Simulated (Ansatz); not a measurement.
**One shape, several levels: AlHSCl (SMILES [SH][Al][Cl])**

Wanted: a comparison of 6 runs (UHF/STO-3G, U-revPBE/STO-3G, UB2PLYP/STO-3G, UBHLYP/STO-3G, UMP2/STO-3G, UCCSDT(Q)/STO-3G) of AlHSCl. 

The results are computed with Ansatz 0.2.0.

73 further runs of the same task are left out: 8 that didn't finish, 65 set aside as unsound or not needed.

### 1 Starting point

AlHSCl: 4 atoms, total charge 0, spin state doublet. As SMILES, `[SH][Al][Cl]`. The H4–S1 distance was set to 2.689 Å, away from the relaxed value. At this shape a bond of the SMILES string is far longer than usual.

Bond lengths: S1–Al2 2.193 Å, Al2–Cl3 2.107 Å. Angles: S1–Al2–Cl3 115.5°.

### 2 A single-point energy at UHF/STO-3G (run 1)

Contents of input.yaml:

```yaml
crystal:
  periodic: [false, false, false]
  atoms:
    - {symbol: S, position_ang: [1.095977, -0.018265, -1.353779]}
    - {symbol: Al, position_ang: [0.262077, -1.529065, 0.000021]}
    - {symbol: Cl, position_ang: [0.882377, -3.510565, -0.358079]}
    - {symbol: H, position_ang: [-0.216400, 1.988100, -0.135600]}
basis:
  gaussian: {orbitals: STO-3G}
magnetization: {spin_polarized: true, initial_magnetization: 1}
hamiltonian: {xc: hf}
accuracy: high
```

Run with:

```bash
$ ansatz run input.yaml --threads 1 --pin off --max-ram 2610MiB --events-out events.jsonl --progress --plain --runs-dir runs
```

What it wrote:

```text
Warning: RAYON_NUM_THREADS=1 ignored (pool sized by the plan → 1); use --threads N
Functional definition: HF
  name "HF"
  exchange = exact_x
  correlation = 0
499 factors; integrals over basis functions are off by at most 1.6e-8 eV
mean field evaluation 1: about -29579.1013 eV, gradient 1.9e1 eV
mean field evaluation 2: about -29579.1266 eV, gradient 2.0e1 eV
mean field evaluation 4: about -29585.2780 eV, gradient 3.4e0 eV
mean field evaluation 8: about -29586.6882 eV, gradient 9.4e-1 eV
mean field evaluation 16: about -29586.7894 eV, gradient 3.8e-5 eV
mean field evaluation 32: about -29586.9937 eV, gradient 2.6e-8 eV
mean field evaluation 64: about -29586.6726 eV, gradient 1.8e0 eV
mean field evaluation 96: about -29586.5077 eV, gradient 1.4e0 eV
mean field evaluation 128: about -29586.4620 eV, gradient 3.2e0 eV
mean field evaluation 160: about -29582.8253 eV, gradient 1.8e0 eV
mean field evaluation 192: about -29581.4208 eV, gradient 5.7e0 eV
mean field -29586.99366164 eV, -1087.3019622806 hartree, gradient 1.5e-8 eV, S^2 1.735175; 4 other end points of the search recorded, 0 dependent functions left out
reference -29586.99366164 eV, -1087.3019622806 hartree; 24, 23 occupied and 4, 5 virtual orbitals, 499 factors
Total energy: -29586.99366164 eV, -1087.3019622806 hartree
```

It took 0.99 s on 1 thread of Arm Neoverse V1, shared host.

### 3 A single-point energy at U-revPBE/STO-3G (run 2)

Contents of run.yaml:

```yaml
crystal:
  periodic: [false, false, false]
  atoms:
    - {symbol: S, position_ang: [1.095977, -0.018265, -1.353779]}
    - {symbol: Al, position_ang: [0.262077, -1.529065, 0.000021]}
    - {symbol: Cl, position_ang: [0.882377, -3.510565, -0.358079]}
    - {symbol: H, position_ang: [-0.216400, 1.988100, -0.135600]}
basis:
  gaussian: {orbitals: STO-3G}
hamiltonian: {xc: {name: revPBE}}
accuracy: high
magnetization: {spin_polarized: true, initial_magnetization: 1}
```

Run with:

```bash
$ ansatz run run.yaml --threads 1 --pin off --max-ram 2610MiB --events-out events.jsonl --progress --plain --runs-dir runs
```

What it wrote:

```text
Warning: RAYON_NUM_THREADS=1 ignored (pool sized by the plan → 1); use --threads N
Functional definition: revPBE
  name "revPBE"
  parameter kappa = 1.245
  parameter beta = 0.06672455060314922
  exchange = pbe_x(kappa = kappa, mu = beta*pi^2/3)
  correlation = pbe_c(beta = beta)
499 factors; integrals over basis functions are off by at most 1.6e-8 eV
mean field evaluation 1: about -29616.3413 eV, gradient 2.5e1 eV
mean field evaluation 2: about -29548.0458 eV, gradient 7.8e1 eV
mean field evaluation 4: about -29616.2611 eV, gradient 1.9e1 eV
mean field evaluation 8: about -29626.3550 eV, gradient 1.2e0 eV
mean field evaluation 16: about -29626.4152 eV, gradient 9.4e-9 eV
mean field evaluation 32: about -29626.3960 eV, gradient 5.9e-2 eV
mean field evaluation 64: about -29625.6505 eV, gradient 7.1e0 eV
mean field evaluation 96: about -29625.6915 eV, gradient 3.9e0 eV
mean field -29626.60962464 eV, -1088.7578220684 hartree, gradient 2.5e-8 eV, S^2 1.202571; 14 other end points of the search recorded, 0 dependent functions left out
reference -29626.60962722 eV, -1088.7578221630 hartree; 24, 23 occupied and 4, 5 virtual orbitals, 499 factors
Total energy: -29626.60962722 eV, -1088.7578221630 hartree
```

Wall time 11 s (1 thread of Arm Neoverse V1, shared host); peak memory 0.15 GiB.

Runs 3 to 5 aren't shown in full; the table further down has their settings and results.

### 4 The energy at UCCSDT(Q)/STO-3G (run 6)

Contents of run.yaml:

```yaml
basis:
  gaussian:
    orbitals: STO-3G
crystal:
  periodic: [false, false, false]
  atoms:
    - {symbol: S, position_ang: [1.095977, -0.018265, -1.353779]}
    - {symbol: Al, position_ang: [0.262077, -1.529065, 0.000021]}
    - {symbol: Cl, position_ang: [0.882377, -3.510565, -0.358079]}
    - {symbol: H, position_ang: [-0.216400, 1.988100, -0.135600]}
magnetization:
  spin_polarized: true
  initial_magnetization: 1
correlation:
  method: ccsdt_q
  frozen_orbitals: {Al: 5, Cl: 5, H: 0, S: 5}
accuracy: high
scf:
  omitted_lower_state_checks: [cluster_reference, increment]
```

Run with:

```bash
$ ansatz run run.yaml --threads 1 --pin off --max-ram 2610MiB --events-out events.jsonl --progress --plain --runs-dir runs
```

What it wrote:

```text
Warning: RAYON_NUM_THREADS=1 ignored (pool sized by the plan → 1); use --threads N
[... 16 lines left out ...]
15 core orbitals not correlated: weight in the atoms' cores, before any rotation towards them, 0.999 or more for the frozen orbitals, at most 0.000 for the correlated occupied ones
[... 103 lines left out ...]
WARN: these amplitudes may be one of several solutions (largest doubles amplitude 0.69, level shift 0.00 eV)
Total energy: -29588.29695413 eV, -1087.3498573962 hartree
Checks for a lower state left out: cluster_reference, increment
```

It took 3.9 s on 1 thread of Arm Neoverse V1, shared host; peak memory 0.11 GiB.

### 5 The series

```csv
run,level,frozen core orbitals,energy (Eh),⟨S²⟩,wall time
1,UHF/STO-3G,–,-1087.301962,1.735,0.99 s
2,U-revPBE/STO-3G,–,-1088.757822,1.203,11 s
3,UB2PLYP/STO-3G,15,-1088.518984,1.583,13 s
4,UBHLYP/STO-3G,–,-1089.002979,1.553,10 s
5,UMP2/STO-3G,15,-1087.327684,1.735,1.2 s
6,UCCSDT(Q)/STO-3G,15,-1087.349857,1.735,3.9 s
```

### 6 Outcome

| quantity | value |
| --- | --- |
| run 6: total energy | -1087.34986 Eh |
| run 6: correlation energy (15 core orbitals frozen) | -47.9 mEh |
| run 6: ⟨S²⟩ of the reference determinant | 1.735 |
| run 6: T1 diagnostic | 0.059 |

**Reading.** Below the UHF energy at the same shape and in the same basis (STO-3G): UMP2 -25.7 mEh; UCCSDT(Q) -47.9 mEh. Totals of different functionals can't be ranked against each other. In runs 1, 2, 3, 4, 5, 6 the basis is minimal, so the values are rough. Spin contamination of the reference: run 1 ⟨S²⟩ = 1.74, run 5 ⟨S²⟩ = 1.74, run 6 ⟨S²⟩ = 1.74, run 3 ⟨S²⟩ = 1.58, run 4 ⟨S²⟩ = 1.55, run 2 ⟨S²⟩ = 1.20. Where it is this large, the reference is a mixture of spin states, and values that rest on it are in doubt. All runs together took 40 s, the longest 13 s.
